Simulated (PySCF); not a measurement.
# C3H4FN2: the cost of one run

Program: PySCF 2.14.0. Level of theory: levels as typed in each script, gas phase, geometry from start geometry of a pair search. These are calculated values, not measurements.

### Step 1. The system as given

SMILES `[F-].c1c[nH]cn1`, 10 atoms, charge -1, spin multiplicity 1.

Bond lengths: C2–C3 1.370 Å, C2–N6 1.359 Å, C2–H7 1.077 Å, C3–N4 1.357 Å, C3–H8 1.074 Å, N4–C5 1.337 Å, N4–H9 1.151 Å, C5–N6 1.321 Å, C5–H10 1.075 Å. Angles: C3–C2–N6 109.7°, C3–C2–H7 129.2°, N6–C2–H7 121.1°, C2–C3–N4 107.1°, C2–C3–H8 131.1°, N4–C3–H8 121.8°, C3–N4–C5 105.3°, C3–N4–H9 127.0°, C5–N4–H9 127.7°, N4–C5–N6 113.9°, N4–C5–H10 122.7°, N6–C5–H10 123.4°, C2–N6–C5 104.0°.

As a file:

```xyz
10

F    -2.8493   -0.0204    0.0000
C     1.7112   -0.6125    0.0000
C     0.4248   -1.0840    0.0000
N    -0.3962   -0.0034    0.0000
C     0.4179    1.0576    0.0000
N     1.7014    0.7469    0.0000
H     2.6376   -1.1624    0.0000
H     0.0396   -2.0865    0.0000
H    -1.5468   -0.0073    0.0000
H     0.0532    2.0688    0.0000
```

### Step 2. Binding of the two fragments (r2SCAN/aug-cc-pvdz)

The input, input.py:

```python
import numpy as np
from pyscf import gto, scf, dft
from pyscf.scf import atom_ks, atom_hf
from scipy.linalg import block_diag
from pyscf.dispersion import dftd3

def solve(mol, dm0=None, hcore=None):
    mf = (dft.UKS if mol.spin else dft.RKS)(mol, xc='r2scan')
    mf.grids.level = 3
    mf = mf.density_fit(auxbasis='def2-universal-jkfit')
    mf.conv_tol, mf.max_cycle = 1e-8, 80
    if hcore is not None:
        mf.get_hcore = lambda *args: hcore
    mf.kernel(dm0)
    if not mf.converged:
        mf = mf.newton().run(mf.mo_coeff, mf.mo_occ, max_cycle=30)
    assert mf.converged, 'SCF not converged'
    return mf

mol = gto.M(atom='''
F     -2.84927    -0.02037     0.00000
C      1.71121    -0.61251     0.00000
C      0.42475    -1.08405     0.00000
N     -0.39618    -0.00338     0.00000
C      0.41793     1.05763     0.00000
N      1.70140     0.74685     0.00000
H      2.63758    -1.16241     0.00000
H      0.03959    -2.08648     0.00000
H     -1.54684    -0.00728     0.00000
H      0.05324     2.06877     0.00000
''', basis='aug-cc-pvdz', charge=-1, spin=0, verbose=4)
mol_a = gto.M(atom='''
F     -2.84927    -0.02037     0.00000
ghost-C      1.71121    -0.61251     0.00000
ghost-C      0.42475    -1.08405     0.00000
ghost-N     -0.39618    -0.00338     0.00000
ghost-C      0.41793     1.05763     0.00000
ghost-N      1.70140     0.74685     0.00000
ghost-H      2.63758    -1.16241     0.00000
ghost-H      0.03959    -2.08648     0.00000
ghost-H     -1.54684    -0.00728     0.00000
ghost-H      0.05324     2.06877     0.00000
''', basis='aug-cc-pvdz', charge=-1, spin=0, verbose=4)
mol_b = gto.M(atom='''
ghost-F     -2.84927    -0.02037     0.00000
C      1.71121    -0.61251     0.00000
C      0.42475    -1.08405     0.00000
N     -0.39618    -0.00338     0.00000
C      0.41793     1.05763     0.00000
N      1.70140     0.74685     0.00000
H      2.63758    -1.16241     0.00000
H      0.03959    -2.08648     0.00000
H     -1.54684    -0.00728     0.00000
H      0.05324     2.06877     0.00000
''', basis='aug-cc-pvdz', charge=0, spin=0, verbose=4)
ab, a, b = solve(mol), solve(mol_a), solve(mol_b)
e_int = ab.e_tot - a.e_tot - b.e_tot
print('counterpoise-corrected interaction energy / kcal/mol', e_int * 627.5095)
def disp(atoms, charge):
    m = gto.M(atom=atoms, charge=charge, basis='sto-3g', spin=None, unit='Bohr', verbose=0)
    return dftd3.DFTD3Dispersion(m, xc='r2scan', version='d3bj').get_dispersion()['energy']
e_disp = disp(mol._atom, mol.charge) - disp(mol._atom[:1], mol_a.charge) - disp(mol._atom[1:], mol_b.charge)
print('D3(BJ) part / kcal/mol', e_disp * 627.5095)
# spherically averaged free atoms, for the promolecule
atm = atom_ks.get_atm_nrks(mol, xc='r2scan')
pro = block_diag(*[(atm[a[0]][2] * atm[a[0]][3]) @ atm[a[0]][2].T for a in mol._atom])
np.savez('result.npz', e_int=e_int, e_disp=e_disp, dm_a=a.make_rdm1(), dm_b=b.make_rdm1(), c=ab.mo_coeff, occ=ab.mo_occ, eps=ab.mo_energy, pro=pro, d=[f.dip_moment(verbose=0) for f in (ab, a, b)])
```

Launch:

```bash
> OMP_NUM_THREADS=1 python input.py
```

What time and memory should one allow on 1 thread of Arm Neoverse V1, shared host?

About 3.5 min, with a peak of 0.69 GiB.
